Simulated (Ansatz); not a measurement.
# CO2+ (doublet): how energies converge with the basis set

One table from this session's results is given with a row withheld; the runs are named, their logs left out.

Program: Ansatz 0.2.0, Gaussian basis. Level of theory: one geometry, several basis sets. These are calculated values, not measurements.

The runs, in order: PBE0-D4/def2-SVP; ωB97M-V/def2-SVP; PBE0-D4/def2-QZVPP; ωB97M-V/def2-QZVPP; CCSD(T)/cc-pV(D+d)Z; CCSD(T)/cc-pV(T+d)Z; CCSD(T)/cc-pV(Q+d)Z; the functionals' def2-TZVPP values are taken from earlier runs.

**The geometry**

The geometry comes from an earlier relaxation with PBE0-D4 in a triple-zeta def2 set; it is a stationary point.

SMILES `O=C=[O+]`, 3 atoms, charge 1, spin multiplicity 2.

Atoms are counted from 1 here; the program's logs count them from 0.

Bond lengths: O1–C2 1.169 Å, C2–O3 1.169 Å. Angles: O1–C2–O3 180.0°.

As a file:

```xyz
3

O     0.37403   -1.10350    0.08830
C     0.00000    0.00000    0.00000
O    -0.37403    1.10350   -0.08830
```

Set-up of the first run:

File in.yaml:

```yaml
crystal:
  periodic: [false, false, false]
  atoms:
    - {symbol: O, position_ang: [0.374030, -1.103501, 0.088304]}
    - {symbol: C, position_ang: [-0.000001, -0.000000, -0.000000]}
    - {symbol: O, position_ang: [-0.374029, 1.103502, -0.088304]}
basis:
  gaussian: {orbitals: def2-SVP}
total_charge: 1
magnetization: {spin_polarized: true, initial_magnetization: 1}
hamiltonian: {xc: pbe0, dispersion: d4}
output: {orbitals: {seedname: orbitals}}
```

The run is started by

```
$ ansatz run in.yaml --threads 2 --pin off --events-out ev --progress --plain --max-ram 32768MiB --backend cpu
```

Among the steps run: PBE0-D4 in def2-SVP; ωB97M-V in def2-SVP; PBE0-D4 in def2-QZVPP; ωB97M-V in def2-QZVPP.

One of the session's tables, all rows but one given; the rest of the session is left out.

It belongs to the step «Density functionals: the series». 

```
functional       basis  HOMO (eV)  LUMO (eV)
   PBE0-D4    def2-SVP          ?          ?
   PBE0-D4  def2-TZVPP     -20.42     -16.74
   PBE0-D4  def2-QZVPP     -20.42     -16.73
   ωB97M-V    def2-SVP     -22.82     -14.60
   ωB97M-V  def2-TZVPP     -22.74     -14.48
   ωB97M-V  def2-QZVPP     -22.74     -14.48
```

**Question.** Estimate the row for PBE0-D4, def2-SVP.

As computed: HOMO (eV): -20.53; LUMO (eV): -16.90. In the column «HOMO (eV)» it lies between ωB97M-V, def2-QZVPP (-22.74) and PBE0-D4, def2-TZVPP (-20.42).
